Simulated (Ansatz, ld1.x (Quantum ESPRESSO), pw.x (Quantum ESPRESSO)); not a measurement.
**Equation-of-state test of one TM potential (Ag (Z = 47))**

ld1.x (Quantum ESPRESSO) 7.5 input, shortened:

```
&input
   title='Ag', zed=47., rel=1, dft='PBESOL', iswitch=3,
   config='[Kr] 4d10 5s0.5 5p0'
 /
 &inputp
   pseudotype=2, tm=.true., lloc=1,
   nlcc=.false.
 /
3
5S  1  0   0.50   0.00  1.80  1.80  0.0
4D  3  2  10.00   0.00  1.38  1.38  0.0
5P  2  1   0.00   0.00  2.74  2.74  0.0
 &test
   configts(1)='4d10 5s0.5 5p0'
 /
```

Crystal test: bcc Ag in pw.x 7.5, no spin, 14³ k-points, Fermi–Dirac smearing 0.01 Ry, cutoffs 145/580 Ry. The lattice is a test structure that the element need not adopt, and mesh and smearing are coarse.

pw.x input:

```
&control
  calculation='scf', prefix='x', pseudo_dir='./', outdir='./tmp', tstress=.true., disk_io='none'
/
&system
  ibrav=0, nat=1, ntyp=1, ecutwfc=145, ecutrho=580, nbnd=13,
  occupations='smearing', smearing='fd', degauss=0.01
/
&electrons
  conv_thr=1e-09, mixing_beta=0.4, electron_maxstep=70
/
ATOMIC_SPECIES
Ag 1.0 Ag.UPF
CELL_PARAMETERS angstrom
  -1.61285222 1.61285222 1.61285222
  1.61285222 -1.61285222 1.61285222
  1.61285222 1.61285222 -1.61285222
ATOMIC_POSITIONS crystal
Ag 0.0000 0.0000 0.0000
K_POINTS automatic
14 14 14 0 0 0
```

```bash
pw.x < Ag.scf.in > Ag.scf.out
```

Problem. How does the run end?

Solution. It converges; the pressure is 9.81 GPa against -0.02 GPa from all-electron LAPW. This is a poor potential for the solid. The log shows:

```
     number of electrons       =        11.00
     number of Kohn-Sham states=           13
     kinetic-energy cutoff     =     145.0000  Ry
     charge density cutoff     =     580.0000  Ry
     scf convergence threshold =      1.0E-09
     Exchange-correlation= PBESOL
     number of k points=   104  Fermi-Dirac smearing, width (Ry)=  0.0100
     iteration #  1     ecut=   145.00 Ry     beta= 0.40
     total energy              =     -74.30152995 Ry
     estimated scf accuracy    <       0.65043680 Ry
     iteration #  2     ecut=   145.00 Ry     beta= 0.40
     total energy              =     -74.41697073 Ry
     estimated scf accuracy    <       0.00226745 Ry
     iteration #  3     ecut=   145.00 Ry     beta= 0.40
     total energy              =     -74.41736506 Ry
     estimated scf accuracy    <       0.00030665 Ry
     iteration #  4     ecut=   145.00 Ry     beta= 0.40
     total energy              =     -74.41736909 Ry
     estimated scf accuracy    <       0.00000770 Ry
     iteration #  5     ecut=   145.00 Ry     beta= 0.40
     total energy              =     -74.41736936 Ry
     estimated scf accuracy    <       0.00000011 Ry
     iteration #  6     ecut=   145.00 Ry     beta= 0.40
     total energy              =     -74.41736935 Ry
     estimated scf accuracy    <       0.00000003 Ry
     iteration #  7     ecut=   145.00 Ry     beta= 0.40
     the Fermi energy is    13.3515 ev
!    total energy              =     -74.41736936 Ry
     estimated scf accuracy    <          2.2E-10 Ry
     smearing contrib. (-TS)   =      -0.00167960 Ry
     The total energy is F=E-TS. E is the sum of the following terms:
     one-electron contribution =      -3.51022453 Ry
     hartree contribution      =      12.88784011 Ry
     xc contribution           =     -11.55428513 Ry
     ewald contribution        =     -72.23902020 Ry
     convergence has been achieved in   7 iterations
          total   stress  (Ry/bohr**3)                   (kbar)     P=       98.10
     Message from routine punch:
     Nothing written, as per user request (disk_io='none')
```
